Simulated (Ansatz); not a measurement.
**BN: pressure series**

Start from BN in the zinc blende structure (space group F-43m, No. 216; a = 3.624 Å).

Cell and atoms are relaxed at each pressure.

Method: Kohn–Sham DFT with the PBE functional, run in Ansatz (an electronic-structure program) with PAW and 420 eV plane waves, no spin-orbit coupling, earlier PAW set.

```csv
P (GPa),V (Å³/atom)
-2.00,5.982
-1.00,5.966
0.29,5.945
0.69,5.939
1.49,5.926
3.00,5.903
5.00,5.872
7.50,5.835
10.00,5.799
```

### Question
Fit a third-order Birch–Murnaghan equation of state.

### Answer
Least squares on P(V) = (3B₀/2)[(V₀/V)^(7/3) − (V₀/V)^(5/3)]·[1 + (3/4)(B₀′ − 4)((V₀/V)^(2/3) − 1)] gives V₀ = 5.95 Å³/atom, B₀ = 371 GPa and B₀′ = 3.7.

Measured bulk modulus of BN: 410.2 GPa (static lattice; corrected from measurement; as listed in Daniel Mejia-Rodriguez, S. B. Trickey, Phys. Rev. B (2018)); the computed value is 10 % below it.

Load acts through the strain it causes; cell and atoms are relaxed under it. Stability against distortions was not tested. No other phases were tried under pressure.
